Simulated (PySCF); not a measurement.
## Broadened absorption spectrum of [C5H7O]+

Compound: C₅H₇O (charge +1).
Atom-mapped SMILES: `[CH3:1][O:2][CH2:3][c+:4]1[cH:5][cH:6]1` (hydrogens: H7, H8, H9 on C1; H10, H11 on C3; H12 on C5; H13 on C6)

Computed, not measured: TDDFT PBE0/def2-SVPD, vertical, gas phase, core orbitals frozen in the response (PySCF). The structure is a single GFN2-xTB conformer in the gas phase; no vibrational or solvent corrections. Torsions of this conformer, `[CH3:1][O:2][CH2:3][c+:4]1[cH:5][cH:6]1`: C1–O2–C3–C4 -177°, O2–C3–C4–C5 0°.

Computed states:

```csv
state,E (eV),f
S1,3.98,0.0099
S2,4.12,0.013
S3,5.56,0.0009
S4,5.71,0.0001
S5,7.08,0.0000
S6,7.23,0.0001
```

Broadening: Gaussians 0.4 eV wide at half height, area fixed by f = 4.319×10⁻⁹ ∫ε dν̃. The cross-section is σ = 3.8235×10⁻²¹ ε cm², given in Mb (10⁻¹⁸ cm²). The width is an assumption, not a result. The curve ends short of the highest state used, and states not computed would add to its high-energy end.

Problem. Give the broadened spectrum and its maxima.

Solution. 
```
E (eV)  σ (Mb)
  3.38    0.01
  3.44    0.02
  3.50    0.05
  3.56    0.13
  3.62    0.31
  3.68    0.64
  3.74    1.20
  3.79    1.85
  3.85    2.81
  3.91    3.85
  3.97    4.75
  4.03    5.28
  4.09    5.29
  4.15    4.77
  4.21    3.87
  4.27    2.82
  4.33    1.84
  4.38    1.18
  4.44    0.62
  4.50    0.29
  4.56    0.12
  4.62    0.05
  4.68    0.01
  4.74    0.00
  4.80    0.00
  4.86    0.00
  4.92    0.00
  4.98    0.00
  5.03    0.00
  5.09    0.01
  5.15    0.01
  5.21    0.03
  5.27    0.05
  5.33    0.09
  5.39    0.14
  5.45    0.20
  5.51    0.23
  5.57    0.25
  5.62    0.24
  5.68    0.20
  5.74    0.16
  5.80    0.11
  5.86    0.06
  5.92    0.04
  5.98    0.02
  6.04    0.01
  6.10    0.00
  6.16    0.00
  6.21    0.00
  6.27    0.00
  6.33    0.00
  6.39    0.00
  6.45    0.00
  6.51    0.00
  6.57    0.00
  6.63    0.00
```

Maxima: 305 nm (4.06 eV), ε about 1400, made up of S1 (43%) and S2 (57%); 223 nm (5.57 eV), ε about 65, made up of S3 (92%) (ε in L mol⁻¹ cm⁻¹; maxima over ε = 5, shares over 10%). At its high-energy end, 6.63 eV, the curve is still rising (ε about 0.083, from S5 and S6).

Problem. On this curve, what absorbance would a 10⁻³ mol/L sample give at 222 nm over a 1 cm path?

Solution. 222 nm is 5.585 eV, where ε is about 65 L mol⁻¹ cm⁻¹, so A = ε c l ≈ 0.065 (Beer–Lambert, with the gas-phase spectrum and the assumed width).

Problem. What would ε be at 4.06 eV, the highest of these maxima, with half the width (0.2 eV)?

Solution. About 2190 L mol⁻¹ cm⁻¹ against 1400, a factor of about 1.6; a lone state at its own centre would give exactly 2.

Problem. Coming from long wavelengths, where does ε first pass 100 L mol⁻¹ cm⁻¹?

Solution. At about 341 nm (3.64 eV), 0.34 eV below S1.
